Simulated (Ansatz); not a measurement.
# C3H5N: one species, many methods

An exercise on one series of results from a longer session: the logs are not shown, and one member is left open.

Computed with Ansatz 0.2.0, Gaussian basis. Level: functionals in def2-TZVPP, the program's frozen cores in correlated methods.

Plan: LDA (SPW92), PBE-D4, revPBE-D4, BLYP-D4, r2SCAN-D4, B97M-V, PBE0-D4, B3LYP-D4, r2SCANh-D4, r2SCAN0-D4, HSE06-D4, BHLYP-D4, CAM-B3LYP-D4, LC-ωPBE, ωB97X-V, ωB97M-V, B2PLYP, PBE-QIDH; CCSD(T)/def2-SVP; CCSD(T)/def2-TZVPP; MP2/def2-QZVPP; extrapolation to the limit; RPA on PBE.

## The geometry

The geometry comes from an earlier relaxation with PBE0-D4 in a triple-zeta def2 set; it is a stationary point, not always the lowest conformer.

9 atoms, charge 0, spin multiplicity 1.

Atoms are counted from 1 here; the program's logs count them from 0.

Bond lengths: N1–C2 1.440 Å, N1–H5 1.013 Å, N1–H6 1.013 Å, C2–C3 1.495 Å, C2–C4 1.479 Å, C2–H7 1.090 Å, C3–C4 1.297 Å, C3–H8 1.079 Å, C4–H9 1.079 Å. Angles: C2–N1–H5 111.0°, C2–N1–H6 110.5°, H5–N1–H6 107.8°, N1–C2–C3 123.5°, N1–C2–C4 120.2°, N1–C2–H7 110.6°, C3–C2–C4 51.7°, C3–C2–H7 119.8°, C4–C2–H7 119.6°, C2–C3–C4 63.5°, C2–C3–H8 148.0°, C4–C3–H8 148.3°, C2–C4–C3 64.8°, C2–C4–H9 146.3°, C3–C4–H9 148.7°.

Set-up of the first run:

File in.yaml:

```yaml
crystal:
  periodic: [false, false, false]
  atoms:
    - {symbol: N, position_ang: [-0.225668, 1.288804, -0.575677]}
    - {symbol: C, position_ang: [0.496770, 0.102829, -0.193413]}
    - {symbol: C, position_ang: [-0.164140, -1.202160, 0.115746]}
    - {symbol: C, position_ang: [0.263458, -0.515532, 1.129861]}
    - {symbol: H, position_ang: [-0.244909, 1.393170, -1.582985]}
    - {symbol: H, position_ang: [-1.184138, 1.240025, -0.251314]}
    - {symbol: H, position_ang: [1.503920, 0.115163, -0.611274]}
    - {symbol: H, position_ang: [-0.695070, -2.068036, -0.247915]}
    - {symbol: H, position_ang: [0.338277, -0.400663, 2.199973]}
basis:
  gaussian: {orbitals: def2-TZVPP}
hamiltonian: {xc: lda}
output: {orbitals: {seedname: orbitals}}
```

Command:

```console
> ansatz run in.yaml --threads 2 --pin off --events-out ev --progress --plain --max-ram 4352MiB
```

Among the steps run: LDA; PBE-D4 (GGA); revPBE-D4 (GGA); BLYP-D4 (GGA); r2SCAN-D4 (meta-GGA); B97M-V (meta-GGA); PBE0-D4 (hybrid); B3LYP-D4 (hybrid); r2SCANh-D4 (hybrid); r2SCAN0-D4 (hybrid); HSE06-D4 (hybrid); BHLYP-D4 (hybrid); CAM-B3LYP-D4 (range-separated); LC-ωPBE (range-separated); ωB97X-V (range-separated); ωB97M-V (range-separated); B2PLYP (double hybrid); PBE-QIDH (double hybrid).

One table of the session follows, with a row left open; its other results are not shown here.

It belongs to the step «Frontier levels by functional». 

```
  functional  HOMO (eV)  gap (eV)
 LDA (SPW92)      -5.18      3.91
      PBE-D4      -5.05      4.04
   revPBE-D4      -4.99      4.08
     BLYP-D4      -4.94      4.05
   r2SCAN-D4      -5.29      4.55
      B97M-V      -5.43      4.77
     PBE0-D4      -6.41      6.47
    B3LYP-D4      -6.19      5.99
  r2SCANh-D4          ?         ?
  r2SCAN0-D4      -6.58      6.79
    HSE06-D4      -6.00      5.68
    BHLYP-D4      -7.70      8.88
CAM-B3LYP-D4      -7.81      9.02
     LC-ωPBE      -9.16     11.61
     ωB97X-V      -8.81     11.16
     ωB97M-V      -8.72     10.92
```

Q: Estimate the row for r2SCANh-D4 from the others.

Worked estimate for «HOMO (eV)». Against the share of exact exchange, r2SCAN-D4 (0, -5.29), r2SCAN0-D4 (0.25, -6.58) give a slope of -5.16 per unit share; at 0.1 the line stands at -5.81.

The run gave: HOMO (eV): -5.80; gap (eV): 5.45. In «HOMO (eV)» the line misses by -0.01.
